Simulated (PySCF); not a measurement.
Electronic absorption of C5H9F

Compound: C5H9F.
Numbering: `[CH3:1][C:2]([CH3:3])=[CH:4][CH2:5][F:6]` (hydrogens: H7, H8, H9 on C1; H10, H11, H12 on C3; H13 on C4; H14, H15 on C5)

Computed, not measured: TDDFT CAM-B3LYP/def2-SVPD, vertical, gas phase, core orbitals frozen in the response in PySCF. Geometry: PBE0-D3(BJ)/def2-SVP, one conformer, isolated molecule. Torsions of this conformer, `[CH3:1][C:2]([CH3:3])=[CH:4][CH2:5][F:6]`: C2–C4–C5–F6 131°.

Problem. Predict the UV-vis stick spectrum at this level.

Solution. 

```tsv
state	E (eV)	λ (nm)	f	|μ| (D)	main configurations (H = HOMO, L = LUMO)
S1	6.84	181.3	0.041	1.26	H→L+1 (77%), H→L (16%)
S2	6.97	177.8	0.460	4.17	H→L (80%), H→L+1 (16%)
S3	7.64	162.3	0.0029	0.32	H→L+2 (82%), H→L+3 (9%)
S4	7.88	157.4	0.015	0.72	H→L+3 (71%), H→L+2 (13%)
S5	8.00	154.9	0.0046	0.39	H-1→L (89%)
S6	8.44	146.9	0.011	0.60	H→L+4 (64%), H→L+5 (13%)
S7	8.51	145.6	0.010	0.56	H→L+5 (73%), H→L+6 (8%)
S8	8.70	142.6	0.0060	0.43	H-2→L (63%), H-3→L (15%)
S9	8.78	141.2	0.016	0.69	H→L+6 (69%), H→L+4 (13%)
S10	9.08	136.5	0.014	0.63	H-3→L (54%), H-2→L (16%)
```

Triplets, Tamm–Dancoff:

```json
{"state": "T1", "E (eV)": "4.23", "λ (nm)": "293.4", "main configurations (H = HOMO, L = LUMO)": "H→L (88%)"}
{"state": "T2", "E (eV)": "6.73", "λ (nm)": "184.2", "main configurations (H = HOMO, L = LUMO)": "H→L+1 (90%)"}
{"state": "T3", "E (eV)": "7.56", "λ (nm)": "164.1", "main configurations (H = HOMO, L = LUMO)": "H→L+2 (77%)"}
{"state": "T4", "E (eV)": "7.60", "λ (nm)": "163.2", "main configurations (H = HOMO, L = LUMO)": "H-1→L (86%)"}
```

The lowest singlet comes at 181 nm (660 kJ/mol) in the vacuum ultraviolet; it is of moderate strength; its leading configuration is HOMO→LUMO+1 (77%). The most intense listed level is S2 at 6.97 eV (178 nm, f = 0.460), 0.14 eV above S1. Löwdin shares by element: HOMO carbon 78% or more (atoms not listed hold the other 22%); LUMO carbon 59% or more, fluorine 6% (atoms not listed hold the other 35%). Weighted by f, the mean energy of these states is 7.17 eV. Of the 10 states listed, 7 reach f = 0.01 and none stays under 0.0005. Orbital energies (eV): HOMO-3 -11.80, HOMO-2 -11.18, HOMO-1 -10.79, HOMO -8.50, LUMO 1.19, LUMO+1 1.23, LUMO+2 1.93. No computed singlet lies in the visible range (380 to 750 nm); the lowest, at 181 nm, stands 3.57 eV above its violet end (3.26 eV). The vertical ionisation energy (ΔSCF) is 9.31 eV, 0.22 eV above S10. The window holds the lowest 10 singlets.
